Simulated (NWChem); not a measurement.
## How basis sets differ on AlCl (aluminium monochloride)

AlCl, singlet, SMILES `[Al][Cl]`. Each level relaxes the structure for itself.

Quantity: the harmonic wavenumber, in cm⁻¹. The values are calculated.

Measured value to compare with: Huber and Herzberg, Constants of Diatomic Molecules gives the harmonic wavenumber of the gas as 481 cm⁻¹.

```tsv
level	kind	program	value (cm⁻¹)	computed − measured
SVWN5/def2-SVP	LDA	NWChem	497	+16
SVWN5/def2-SVPD	LDA	NWChem	467	-14
SVWN5/def2-TZVP	LDA	NWChem	474	-7
SVWN5/def2-TZVPD	LDA	NWChem	471	-10
```

Nearest: SVWN5/def2-TZVP (-7 cm⁻¹); farthest: SVWN5/def2-SVP (+16 cm⁻¹). Harmonic and unscaled.
